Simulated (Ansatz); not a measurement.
## Relative stability

The two ends of one reaction step of SiH₈O₂, closed shell (PBE0-D4/def2-TZVP).

A:

Si1  (-1.058, 0.035, -1.473)
H2  (-1.247, -0.442, -0.076)
H3  (-2.191, -0.525, -2.264)
H4  (-1.119, 1.511, -1.541)
H5  (0.201, -0.504, -2.039)
H6  (1.186, 0.484, 0.894)
O7  (1.184, 1.138, 0.176)
H8  (-0.072, -1.215, 1.582)
O9  (0.702, -0.909, 2.066)
H10  (2.039, 1.055, -0.250)
H11  (0.374, -0.628, 2.924)
(Å)

B:

```
11
angstrom
Si -0.2006 0.6202 -1.5116
H -1.9472 -1.6925 0.8652
H -0.6908 -0.6930 -2.0021
H -1.2097 1.2663 -0.6453
H 0.1050 1.4819 -2.6843
H 0.9267 -0.0445 1.2999
O 1.1470 0.4426 -0.5579
H -1.3700 -1.4484 1.2759
O 0.7146 -0.3748 2.1838
H 1.9203 0.0345 -0.9509
H 0.6049 0.4076 2.7273
```

Computed with Ansatz 0.2.0 (basis: def2-TZVPP); correlated methods freeze the cores. B3LYP uses VWN-RPA correlation.

Which structure is lower at CCSD(T), and by how much? (Judge from chemistry; the value comes from the calculation.)

By the calculation: B, by 11.79 kcal/mol (electronic energy, against the other). By their contacts, A is a complex of SiH₄ + H₂O + H₂O and B is a complex of SiH₄O ([OH][SiH3]) + H₂O + H₂.

All methods give the same order:

```
      method  E(B) − E(A) (kcal/mol)
       SPW92                   -8.20
      PBE-D4                  -10.02
     BLYP-D4                  -12.17
   r2SCAN-D4                  -12.09
      B97M-V                  -11.04
     PBE0-D4                  -10.30
    B3LYP-D4                  -12.15
  r2SCAN0-D4                  -11.85
    BHLYP-D4                  -12.50
CAM-B3LYP-D4                  -12.18
     wB97X-V                  -11.68
     wB97M-V                  -11.56
      B2PLYP                  -12.64
    PBE-QIDH                  -11.63
  RPA on PBE                  -11.93
          HF                  -13.33
         MP2                  -13.40
        CCSD                  -11.73
     CCSD(T)                  -11.79
```

The T1 diagnostic stays at or below 0.010.

Labels in which every atom is bracketed show which atoms are joined, not bond orders.

For scale, one of the runs: CCSD(T)/def2-TZVPP, 216 basis functions, launched by `ansatz run in.yaml --threads 4 --pin off --events-out ev --progress --plain --max-ram 9574MiB`. Hardware: 4 CPU threads of an AMD EPYC, shared host. Wall time 91 s; peak host memory 3.2 GiB.
